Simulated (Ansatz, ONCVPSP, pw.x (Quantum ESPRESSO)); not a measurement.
## What a changed setting does to a pw.x run (bcc Bi)

Potential: optimised norm-conserving Vanderbilt (ONCV), ONCVPSP 4.0.1.1 (patched build), LDA (Perdew-Wang 92); core [Xe] 4f14, reference 5d10 6s2 6p2; waves: 6s: rc 1.95 bohr, ncon 4, nbas 8, qcut 3.2 1/bohr, 2 projectors, debl 0.6 Ha; 6p: rc 2.15 bohr, ncon 3, nbas 7, qcut 4.4 1/bohr, 2 projectors, debl 4 Ha; 5d: rc 2.00 bohr, ncon 4, nbas 9, qcut 8.3 1/bohr, 2 projectors, debl 2.7 Ha; local part: polynomial inside 1.85 bohr (lpopt 5, dvloc0 3 Ha); core correction: polynomial model core, fcfact 0.7. In the s channel the program set the typed energies aside and used -0.825, 0.250 Ha.

The reference run (k-mesh 12³, cutoffs 100/400 Ry, Fermi–Dirac 0.01 Ry, mixing_beta 0.4, conv_thr 1e-9, no spin) gives -0.15 GPa at 29.376 Å³/atom, where all-electron LAPW gives -0.26 GPa. This run, with its own iteration cap, changes k-mesh points per axis to 6.

```
&control
  calculation='scf', prefix='x', pseudo_dir='./', outdir='./tmp', tstress=.true., disk_io='none'
/
&system
  ibrav=0, nat=1, ntyp=1, ecutwfc=100, ecutrho=400, nbnd=15,
  occupations='smearing', smearing='fd', degauss=0.01
/
&electrons
  conv_thr=1e-09, mixing_beta=0.4, electron_maxstep=60
/
ATOMIC_SPECIES
Bi 1.0 Bi.UPF
CELL_PARAMETERS angstrom
  -1.94376708 1.94376708 1.94376708
  1.94376708 -1.94376708 1.94376708
  1.94376708 1.94376708 -1.94376708
ATOMIC_POSITIONS crystal
Bi 0.0000 0.0000 0.0000
K_POINTS automatic
6 6 6 0 0 0
```

```bash
pw.x < Bi.scf.in > Bi.scf.out
```

Problem. How does the run end?

Solution. It converges in 8 iterations; the free energy moves by +11.7 meV/atom and the pressure by +0.53 GPa.

```
Message from routine setup:
     using ibrav=0 with symmetry is DISCOURAGED, use correct ibrav instead
     lattice parameter (alat)  =       6.3621  a.u.
     unit-cell volume          =     198.2391 (a.u.)^3
     number of electrons       =        15.00
     number of Kohn-Sham states=           15
     kinetic-energy cutoff     =     100.0000  Ry
     charge density cutoff     =     400.0000  Ry
     scf convergence threshold =      1.0E-09
     Exchange-correlation= SLA  PW   NOGX NOGC
     number of k points=    16  Fermi-Dirac smearing, width (Ry)=  0.0100
     iteration #  1     ecut=   100.00 Ry     beta= 0.40
     total energy              =    -172.23267373 Ry
     estimated scf accuracy    <       0.65263240 Ry
     iteration #  2     ecut=   100.00 Ry     beta= 0.40
     total energy              =    -172.26371260 Ry
     estimated scf accuracy    <       0.06047806 Ry
     iteration #  3     ecut=   100.00 Ry     beta= 0.40
     total energy              =    -172.27806882 Ry
     estimated scf accuracy    <       0.00136513 Ry
     [... 2 iterations left out ...]
     iteration #  6     ecut=   100.00 Ry     beta= 0.40
     total energy              =    -172.27818867 Ry
     estimated scf accuracy    <       0.00000018 Ry
     iteration #  7     ecut=   100.00 Ry     beta= 0.40
     total energy              =    -172.27818870 Ry
     estimated scf accuracy    <          3.4E-09 Ry
     iteration #  8     ecut=   100.00 Ry     beta= 0.40
     the Fermi energy is    12.2918 ev
!    total energy              =    -172.27818870 Ry
     estimated scf accuracy    <          1.9E-10 Ry
     smearing contrib. (-TS)   =      -0.00400659 Ry
     The total energy is F=E-TS. E is the sum of the following terms:
     one-electron contribution =     -38.38219887 Ry
     hartree contribution      =      29.42601870 Ry
     xc contribution           =     -51.85792245 Ry
     ewald contribution        =    -111.46007949 Ry
     convergence has been achieved in   8 iterations
          total   stress  (Ry/bohr**3)                   (kbar)     P=        3.75
     Message from routine punch:
     Nothing written, as per user request (disk_io='none')
```

The run took about 27 s on one core of a shared host (Neoverse-N1, 64 threads, 124 GiB, load 56).
